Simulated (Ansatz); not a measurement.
# P₂, triplet: vertical spin and charge gaps

Geometry (PBE0/def2-TZVP stationary point for this spin):

```xyz
2

P     0.0000    0.0000    0.0000
P     0.0000    0.0000    2.0558
```

Basis 6-31G; Ansatz 0.2.0. Only valence electrons are correlated (noble-gas cores frozen). R marks a restricted (for open shells ROHF) determinant. Active spaces: valence = (10e, 8o) chosen from the atoms' valence shells.

Gaps are energies of the second state less the first, at fixed atoms, for a selection of the levels run; each method lands on the state that its own search finds for that charge and spin.

HF rows: RHF is the determinant under the cluster runs. Coupled cluster chose its determinant by a search with trial CCSD, here up to 0.91 eV above the lowest Hartree–Fock solution of its kind, and MP2 stands on that determinant too. For open shells CISD and CISDTQ are restricted-active-space CI with the open shells as a complete middle space. The determinant of the P2 triplet and the P2⁺ quartet fills πx and πy unequally, so it is a mixture of Σ and Δ, which weighs on every level built on one determinant.

Removing an electron, to the doublet: 7.845 eV at full CI (triplet B1u, doublet ion Ag, in D2h).

Large singles or doubles amplitudes warn of static correlation in the P2⁺ doublet.

By full CI's occupations no single determinant describes the triplet well.

```tsv
level	gap (eV)	error (meV)
RCCSD*	7.782	-63
RCCSD(T)*	7.793	-52
BCCD(T)*	7.791	-54
RCCSDT*	7.909	64
CISDTQ	7.927	82
RCCSDT(Q)*	7.854	9
RCCSDTQ*	7.858	13
CASSCF (valence space)	7.448	-397
NEVPT2 (valence space)	7.729	-116
MRCISD (valence space)	7.822	-23
MRCISD+Q (valence space)	7.841	-4
```

An asterisk marks runs whose energy the program itself flagged as in doubt.

Removing an electron, to the quartet: 9.382 eV at full CI (triplet B1u, quartet ion B1u, in D2h).

By full CI's occupations no single determinant describes the triplet or the quartet well.

| level | gap (eV) | error (meV) |
| --- | --- | --- |
| RCCSD* | 9.412 | 30 |
| RCCSD(T)* | 9.380 | -2 |
| BCCD(T)* | 9.378 | -4 |
| RCCSDT* | 9.392 | 10 |
| CISDTQ | 9.373 | -9 |
| RCCSDT(Q)* | 9.382 | 0 |
| RCCSDTQ* | 9.382 | 0 |
| CASSCF (valence space) | 9.051 | -331 |
| NEVPT2 (valence space) | 9.287 | -95 |
| MRCISD (valence space) | 9.366 | -16 |
| MRCISD+Q (valence space) | 9.382 | 0 |

Quintet less triplet: 2.196 eV at full CI (triplet B1u, quintet Ag, in D2h).

By full CI's occupations no single determinant describes the triplet well.

```
                   level  gap (eV)  error (meV)
                     RHF     0.434        -1762
                    RMP2     1.629         -567
                    CISD     1.699         -497
                   RCCSD     1.861         -335
                RCCSD(T)     2.050         -146
                 BCCD(T)     2.052         -144
                 RCCSDT*     2.170          -26
                  CISDTQ     2.180          -16
              RCCSDT(Q)*     2.216           20
                RCCSDTQ*     2.195           -1
  CASSCF (valence space)     2.163          -33
  NEVPT2 (valence space)     2.193           -3
  MRCISD (valence space)     2.190           -6
MRCISD+Q (valence space)     2.191           -5
                  r2SCAN     1.829         -367
```

Singlet less triplet: -2.060 eV at full CI (triplet B1u, singlet Ag, in D2h).

Large singles or doubles amplitudes warn of static correlation in the P2 singlet.

By full CI's occupations no single determinant describes the triplet well.

| level | gap (eV) | error (meV) |
| --- | --- | --- |
| RMP2 | -3.020 | -960 |
| RCCSD* | -2.181 | -121 |
| RCCSD(T)* | -2.132 | -72 |
| BCCD(T)* | -2.131 | -71 |
| RCCSDT* | -2.007 | 53 |
| RCCSDTQ* | -2.051 | 9 |
| CASSCF (valence space) | -2.173 | -113 |
| MRCISD (valence space) | -2.071 | -11 |
| MRCISD+Q (valence space) | -2.065 | -5 |
| r2SCAN | -2.238 | -178 |

In so small a basis the reference is far from its limit while semilocal and hybrid functionals are nearer theirs, so the functionals' errors here hold much of the reference's basis and frozen-core error, which can add to them or hide them. The set has no polarisation functions, which weighs most on the reference.

Full CI is exact within this basis and frozen core; it isn't the basis-set limit.
